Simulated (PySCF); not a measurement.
Compound: C₄H₁₂P (charge +1).
Numbering: `[CH3:1][P+:2]([CH3:3])([CH3:4])[CH3:5]` (hydrogens: H6, H7, H8 on C1; H9, H10, H11 on C3; H12, H13, H14 on C4; H15, H16, H17 on C5)

Method: PySCF, PBE0-D3(BJ)/def2-SVP geometry optimisation, gas phase; density fitting, grid level 1; the optimiser is geomeTRIC in internal coordinates, started from a GFN2-xTB structure.

Step 0: E = -13612.9475 eV
```
atom  x, y, z in Å  |  force x, y, z in eV/Å
C1     -0.3866   -1.0535   -1.4194    0.118   0.322   0.429
P2     -0.0012   -0.0005   -0.0013    0.003   0.005  -0.001
C3     -0.0355    1.7333   -0.5117    0.015  -0.527   0.150
C4     -1.2240   -0.2677    1.3028    0.366   0.082  -0.394
C5      1.6440   -0.4104    0.6255   -0.493   0.119  -0.193
H6     -1.3774   -0.8100   -1.8008   -0.347   0.094  -0.118
H7     -0.3661   -2.1004   -1.1190    0.009  -0.354   0.120
H8      0.3481   -0.8936   -2.2076    0.262   0.066  -0.259
H9      0.2026    2.3722    0.3378    0.082   0.209   0.303
H10    -1.0265    1.9891   -0.8846   -0.348   0.072  -0.126
H11     0.6970    1.9001   -1.3004    0.258   0.043  -0.271
H12    -2.2185   -0.0219    0.9329   -0.343   0.089  -0.146
H13    -1.2073   -1.3104    1.6170    0.018  -0.368   0.100
H14    -0.9947    0.3673    2.1576    0.093   0.224   0.291
H15     1.6715   -1.4539    0.9368   -0.007  -0.363   0.101
H16     2.3869   -0.2505   -0.1548    0.245   0.061  -0.279
H17     1.8807    0.2230    1.4796    0.069   0.227   0.293
```

Q: Estimate the geometry and energy of step 1. (The exact step hangs on the optimiser's Hessian estimate; all steps are aligned on step 0, rigid shifts and turns removed.)

A: E = -13612.9753 eV, largest force 0.069 eV/Å
```
atom  x, y, z in Å  |  force x, y, z in eV/Å
C1     -0.3866   -1.0462   -1.4091   -0.006  -0.042  -0.055
P2     -0.0006    0.0005   -0.0002    0.001  -0.001  -0.003
C3     -0.0333    1.7237   -0.5092   -0.008   0.064  -0.017
C4     -1.2172   -0.2653    1.2958   -0.046  -0.012   0.048
C5      1.6354   -0.4098    0.6201    0.058  -0.007   0.029
H6     -1.3893   -0.8043   -1.7944    0.031  -0.001   0.019
H7     -0.3634   -2.1048   -1.1070   -0.001   0.036  -0.005
H8      0.3539   -0.8844   -2.2078   -0.023  -0.005   0.026
H9      0.1972    2.3729    0.3498   -0.006  -0.025  -0.025
H10    -1.0322    1.9803   -0.8952    0.033  -0.010   0.014
H11     0.7127    1.8961   -1.3004   -0.022  -0.013   0.025
H12    -2.2236   -0.0240    0.9199    0.034  -0.006   0.009
H13    -1.1968   -1.3182    1.6178    0.001   0.034  -0.013
H14    -0.9925    0.3790    2.1599   -0.001  -0.019  -0.030
H15     1.6663   -1.4658    0.9303   -0.008   0.033  -0.012
H16     2.3878   -0.2437   -0.1665   -0.029  -0.005   0.021
H17     1.8754    0.2261    1.4865   -0.007  -0.021  -0.029
```

The energy changes by -0.0278 eV. The first-order estimate −F·Δx gives -0.0622 eV and the mean of the old and new forces, exact on a quadratic surface, -0.0281 eV. The step makes an angle of 45° with the force vector and moves no atom by more than 0.016 Å.

The cost below is that of the whole optimisation. On an Intel Xeon Platinum 8375C at 2.90 GHz with one thread, shared host with 96 logical CPUs at a one-minute load of 22, this took 17 s of wall time and 0.61 GiB of memory at its peak.
